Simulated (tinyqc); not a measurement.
Stretching all distances: RHF, UHF, MP2, CISD and CCSD against full CI in the sto-6g basis, for H2O, spin multiplicity 1. Computed by the program tinyqc with PySCF. Command: `OMP_NUM_THREADS=1 python tinyqc.py 114667 114668 out.jsonl`; one thread of a shared host (Intel(R) Xeon(R) Processor @ 2.60GHz), about 8 s.

Geometry (angstrom):
```
atom       x        y       z
O     0.0000   0.0000  0.0000
H     0.0000   0.7410  0.4950
H     0.0000  -0.7410  0.4950
```

All coordinates are multiplied by the scale. c0^2 is the weight of the RHF determinant in the lowest singlet FCI state (UHF is spin-contaminated and may lie near states of higher spin) and n(LUMO) the first natural occupation beyond the occupied space.

Full CI energy (hartree) and errors against it (kcal/mol):
```
scale  distance 1-2 (angstrom)     E(FCI)      RHF     UHF     MP2    CISD    CCSD  <S^2> UHF   c0^2  n(LUMO)
0.910                    0.811  -75.61758   20.910  20.910   5.338   0.172   0.047      0.000  0.986    0.014
1.100                    0.980  -75.72663   32.538  32.538   9.517   0.515   0.097      0.000  0.971    0.030
1.300                    1.158  -75.70556   51.023  51.023  16.637   1.618   0.213      0.000  0.938    0.067
1.490                    1.328  -75.64777   75.628  68.732  26.368   4.289   0.432      0.566  0.882    0.131
1.680                    1.497  -75.58695  107.220  57.311  38.657   9.671   0.608      1.259  0.798    0.231
1.880                    1.675  -75.53451  147.241  36.669  53.233  19.014  -0.215      1.625  0.682    0.373
2.070                    1.845  -75.50040  189.645  20.643  67.069  30.643  -3.854      1.804  0.557    0.526
```

UHF parts from RHF first at scale 1.49 of those listed, where <S^2> leaves zero. The weight c0^2 goes from 0.99 to 0.56 and n(LUMO) from 0.01 to 0.53: static correlation grows as the bonds break into open-shell fragments. The spread of the error along the curve, which distorts its shape, is CCSD 4.5, CISD 30.5, UHF 48.1, MP2 61.7, RHF 168.7 kcal/mol. Below FCI somewhere: CCSD, as non-variational methods may be.
